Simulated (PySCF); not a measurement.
An unknown gives this computed stick spectrum. Computed with PySCF, TDDFT CAM-B3LYP/def2-SVPD, vertical, gas phase, core orbitals frozen in the response. Geometries: PBE0-D3(BJ)/def2-SVP, one conformer each.

```
state  ν̃ (cm⁻¹)      f  main configurations (H = HOMO, L = LUMO)
   S1      43380  0.053                                 H→L (92%)
   S2      48790  0.193                               H→L+2 (86%)
   S3      49820  0.067                               H→L+1 (84%)
   S4      51530  0.099                               H→L+3 (90%)
   S5      56880  0.011                               H→L+4 (84%)
   S6      58840  0.014                  H→L+5 (70%), H→L+6 (20%)
   S7      59630  0.012     H→L+6 (54%), H→L+5 (21%), H→L+7 (17%)
   S8      62730  0.046                  H→L+7 (70%), H→L+6 (20%)
   S9      64540  0.021                  H→L+8 (70%), H→L+9 (18%)
  S10      66390  0.034                  H→L+9 (65%), H→L+8 (17%)
```

Orbital energies (eV): HOMO-3 -12.16, HOMO-2 -11.49, HOMO-1 -10.08, HOMO -6.89, LUMO 1.29, LUMO+1 2.03, LUMO+2 2.08.

Question: Which structure fits? All have the formula C4H9N.
A. `C=CN(C)C`
B. `NCC1CC1`
C. `CC/C=N\C`

Answer: A. Its S1 lies at 5.38 eV; the nearest of the others has S1 at 4.97 eV. S1 is HOMO→LUMO (92%). Löwdin shares by element: HOMO carbon 48% or more, nitrogen 33% (atoms not listed hold the other 19%); LUMO carbon 47% or more, hydrogen 8% or more (atoms not listed hold the other 45%). At the same level the other candidates give, for their lowest levels:
- `NCC1CC1`: 6.39 eV (f 0.011); 7.45 eV (f 0.017); 7.74 eV (f 0.013); 7.83 eV (f 0.047); 8.10 eV (f 0.011); T1 6.08 eV; HOMO -8.34, LUMO 1.50 eV
- `CC/C=N\C`: 4.97 eV (f 0.002); 6.79 eV (f 0.016); 7.49 eV (f 0.004); 7.73 eV (f 0.181); 7.82 eV (f 0.208); T1 4.19 eV; HOMO -8.27, LUMO 1.07 eV

Conformer computed: `[CH2:1]=[CH:2][N:3]([CH3:4])[CH3:5]`: C1–C2–N3–C4 156°.
Triplets come from the Tamm–Dancoff approximation.
